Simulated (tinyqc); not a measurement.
Worked calculation: RKS/exchange-only LDA in the sto-3g basis, for HF, spin multiplicity 1. Computed by tinyqc, a small Python program that keeps every step (integrals from PySCF). Settings: charge = 0, multiplicity = 1, basis = sto-3g, energy threshold = 1e-09, iteration cap = 54, orthogonalisation = symmetric, start = core, DIIS depth = 0, method = RKS, functional = Slater exchange alone, grid = [15, 86]. Command: `OMP_NUM_THREADS=1 python tinyqc.py 31854 31855 out.jsonl` (the two numbers bound the seeds that draw the settings). One thread of a shared host (Intel(R) Xeon(R) Processor @ 2.60GHz), about 0.9 s of CPU time with the checks.

Geometry (angstrom):
```
atom         x         y         z
F     0.000000  0.000000  0.000000
H     0.000000  0.000000  1.782000
```

Stop when the energy changes by less than 1e-09 hartree and every element of the error matrix X^T (F D S - S D F) X is below 9e-06.

Course of the cycle:
```
iteration   E (hartree)     change  largest element of the error matrix
1          -96.81126547          -                             1.75e-01
2          -96.72432933   8.69e-02                             3.52e-01
3          -96.85248395  -1.28e-01                             2.78e-01
4          -96.72450714   1.28e-01                             3.53e-01
5          -96.85250382  -1.28e-01                             2.78e-01
6          -96.72450420   1.28e-01                             3.53e-01
7          -96.85250378  -1.28e-01                             2.78e-01
8          -96.72450421   1.28e-01                             3.53e-01
9          -96.85250378  -1.28e-01                             2.78e-01
10         -96.72450421   1.28e-01                             3.53e-01
11         -96.85250378  -1.28e-01                             2.78e-01
12         -96.72450421   1.28e-01                             3.53e-01
13         -96.85250378  -1.28e-01                             2.78e-01
14         -96.72450421   1.28e-01                             3.53e-01
...                 ...        ...                                  ...
41         -96.85250378  -1.28e-01                             2.78e-01
42         -96.72450421   1.28e-01                             3.53e-01
43         -96.85250378  -1.28e-01                             2.78e-01
44         -96.72450421   1.28e-01                             3.53e-01
45         -96.85250378  -1.28e-01                             2.78e-01
46         -96.72450421   1.28e-01                             3.53e-01
47         -96.85250378  -1.28e-01                             2.78e-01
48         -96.72450421   1.28e-01                             3.53e-01
49         -96.85250378  -1.28e-01                             2.78e-01
50         -96.72450421   1.28e-01                             3.53e-01
51         -96.85250378  -1.28e-01                             2.78e-01
52         -96.72450421   1.28e-01                             3.53e-01
53         -96.85250378  -1.28e-01                             2.78e-01
54         -96.72450421   1.28e-01                             3.53e-01
```

Can the last value be used, and what does the course show?

Not by the stop rule. Not converged within the cap of 54 iterations: the residual has stopped falling: the iteration swings between two states. Reruns (cap 100 unless said): DIIS 8: not converged; damping 0.5: not converged; level shift 0.5: converged in 39; atomic densities as start, DIIS 8: converged in 11; the original settings with a cap of 400: not converged. PySCF RKS in the same basis, fine grid = -96.84389157 hartree, which differs from a converged run on this coarse grid by the grid error.
